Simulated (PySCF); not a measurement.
Al2: script and output

The script input.py:

```python
from pyscf import gto, dft

mol = gto.M(
    atom='Al 0 0 0; Al 0 0 2.748',
    basis='pcseg-1',
    charge=0,
    spin=2,
    symmetry=True,
    verbose=4,
)
mf = dft.UKS(mol, xc='camb3lyp')
mf = mf.density_fit(auxbasis='def2-universal-jkfit')
mf.kernel()
mf.analyze()
print('orbital energies (hartree):', [e[max(0, n-3):n+3].round(4) for e, n in zip(mf.mo_energy, mol.nelec)])
```

```bash
$ OMP_NUM_THREADS=1 python input.py
```

Output (some set-up lines and the per-cycle HOMO/LUMO lines with their warnings removed):

```
PySCF version 2.14.0

[INPUT] Symbol           X                Y                Z      unit          X                Y                Z       unit  Magmom
[INPUT]  1 Al     0.000000000000   0.000000000000   0.000000000000 AA    0.000000000000   0.000000000000   0.000000000000 Bohr   0.0
[INPUT]  2 Al     0.000000000000   0.000000000000   2.748000000000 AA    0.000000000000   0.000000000000   5.192967390305 Bohr   0.0

nuclear repulsion = 32.5440133353275
point group symmetry = Dooh
symmetry origin: [0.        0.        2.5964837]
symmetry axis x: [1. 0. 0.]
symmetry axis y: [0. 1. 0.]
symmetry axis z: [0. 0. 1.]
num. orbitals of irrep A1g = 8
num. orbitals of irrep E1gx = 4
num. orbitals of irrep E1gy = 4
num. orbitals of irrep A1u = 8
num. orbitals of irrep E1uy = 4
num. orbitals of irrep E1ux = 4
num. orbitals of irrep E2gx = 1
num. orbitals of irrep E2gy = 1
num. orbitals of irrep E2uy = 1
num. orbitals of irrep E2ux = 1
number of shells = 6
number of NR pGTOs = 88
number of NR cGTOs = 36
basis = pcseg-1
ecp = {}

******** <class 'pyscf.df.df_jk.DFSymAdaptedUKS'> ********
method = DFSymAdaptedUKS
initial guess = minao
damping factor = 0
level_shift factor = 0
DIIS = <class 'pyscf.scf.diis.CDIIS'>
SCF conv_tol = 1e-09
SCF max_cycles = 50
number electrons alpha = 14  beta = 12
XC functionals = camb3lyp

grids dens level: 3
Freeze 0 electrons in irreps []
    26 free electrons in irreps A1g E1gx E1gy A1u E1uy E1ux E2gx E2gy E2uy E2ux
tot grids = 38360
******** <class 'pyscf.df.df.DF'> ********
auxbasis = def2-universal-jkfit
Create RSH-DF object <pyscf.df.df.DF object> for omega=0.33
******** <class 'pyscf.df.df.DF'> ********
auxbasis = auxmol.basis = def2-universal-jkfit
init E= -484.674244471422

cycle= 1 E= -484.731368990402  delta_E= -0.0571  |g|= 0.0546  |ddm|= 0.921
cycle= 2 E= -484.73691860274  delta_E= -0.00555  |g|= 0.0155  |ddm|= 0.282
cycle= 3 E= -484.737275882837  delta_E= -0.000357  |g|= 0.00493  |ddm|= 0.0667
cycle= 4 E= -484.737334808927  delta_E= -5.89e-05  |g|= 0.0014  |ddm|= 0.0257
cycle= 5 E= -484.737340919578  delta_E= -6.11e-06  |g|= 0.000441  |ddm|= 0.00922
cycle= 6 E= -484.737341710404  delta_E= -7.91e-07  |g|= 0.00017  |ddm|= 0.00278
cycle= 7 E= -484.737341875757  delta_E= -1.65e-07  |g|= 3.69e-05  |ddm|= 0.00141
cycle= 8 E= -484.737341882221  delta_E= -6.46e-09  |g|= 3.16e-06  |ddm|= 0.000259
cycle= 9 E= -484.737341882254  delta_E= -3.25e-11  |g|= 2.71e-07  |ddm|= 2.08e-05
Extra cycle  E= -484.737341882253  delta_E= 5.68e-13  |g|= 8.09e-08  |ddm|= 2.22e-06
converged SCF energy = -484.737341882253  <S^2> = 2.0043685  2S+1 = 3.0029109
**** SCF Summaries ****
Total Energy =                        -484.737341882253133
Nuclear Repulsion Energy =              32.544013335327513
One-electron Energy =                 -738.353751573385239
Two-electron Energy =                  221.072396355804585
Two-electron Coulomb Energy =          258.190021301893239
DFT Exchange-Correlation Energy =      -37.117624946088668
**** MO energy ****
[7 lines left out]
alpha MO #8 (E1ux #1), energy= -2.78373594460127 occ= 1
alpha MO #9 (E1gx #1), energy= -2.78370594682473 occ= 1
alpha MO #10 (E1gy #1), energy= -2.78370594682473 occ= 1
alpha MO #11 (A1g #4), energy= -0.453910837919836 occ= 1
alpha MO #12 (A1u #4), energy= -0.33127893856766 occ= 1
alpha MO #13 (E1uy #2), energy= -0.197131169746787 occ= 1
alpha MO #14 (E1ux #2), energy= -0.197131169746787 occ= 1
alpha MO #15 (A1g #5), energy= -0.0812498824785811 occ= 0
alpha MO #16 (E1gx #2), energy= -0.028038753451948 occ= 0
alpha MO #17 (E1gy #2), energy= -0.028038753451948 occ= 0
[19 lines left out]
[5 lines left out]
beta  MO #6 (A1u #3), energy= -2.78322924173196 occ= 1
beta  MO #7 (E1uy #1), energy= -2.77908174792823 occ= 1
beta  MO #8 (E1ux #1), energy= -2.77908174792823 occ= 1
beta  MO #9 (E1gx #1), energy= -2.77905172557124 occ= 1
beta  MO #10 (E1gy #1), energy= -2.77905172557124 occ= 1
beta  MO #11 (A1g #4), energy= -0.41248205651225 occ= 1
beta  MO #12 (A1u #4), energy= -0.306600511110594 occ= 1
beta  MO #13 (A1g #5), energy= -0.0755238965011167 occ= 0
beta  MO #14 (E1uy #2), energy= -0.0512132302566061 occ= 0
beta  MO #15 (E1ux #2), energy= -0.0512132302566061 occ= 0
[21 lines left out]
 ** Mulliken pop alpha/beta on meta-lowdin orthogonal AOs **
 ** Mulliken pop       alpha | beta **
pop of  0 Al 1s        1.00000 | 1.00000
pop of  0 Al 2s        0.99990 | 0.99989
pop of  0 Al 3s        0.88187 | 0.86897
pop of  0 Al 4s        0.00051 | 0.00080
pop of  0 Al 2px       0.99994 | 0.99991
pop of  0 Al 2py       0.99994 | 0.99991
pop of  0 Al 2pz       0.99990 | 0.99990
pop of  0 Al 3px       0.49826 | 0.00006
pop of  0 Al 3py       0.49826 | 0.00006
pop of  0 Al 3pz       0.11688 | 0.12797
pop of  0 Al 4px       0.00077 | 0.00003
pop of  0 Al 4py       0.00077 | 0.00003
[24 lines left out]
In total            14.00000 | 12.00000
 ** Mulliken atomic charges   ( Nelec_alpha | Nelec_beta ) **
charge of  0Al =     -0.00000  (     7.00000      6.00000 )
charge of  1Al =      0.00000  (     7.00000      6.00000 )
Dipole moment(X, Y, Z, Debye):  0.00000,  0.00000, -0.00000
orbital energies (hartree): [array([-0.3313, -0.1971, -0.1971, -0.0812, -0.028 , -0.028 ]), array([-2.7791, -0.4125, -0.3066, -0.0755, -0.0512, -0.0512])]
```

In short: E(SCF) = -484.737342 Eh, 9 cycles, ⟨S²⟩ = 2.004, μz(SCF) = 0.00 D.

Run time: 2.8 s on 1 thread of Intel Xeon Platinum 8488C (shared host), peak memory 0.17 GiB.

The bond length is a typed value, not an optimised one. No search for the lowest solution was made.
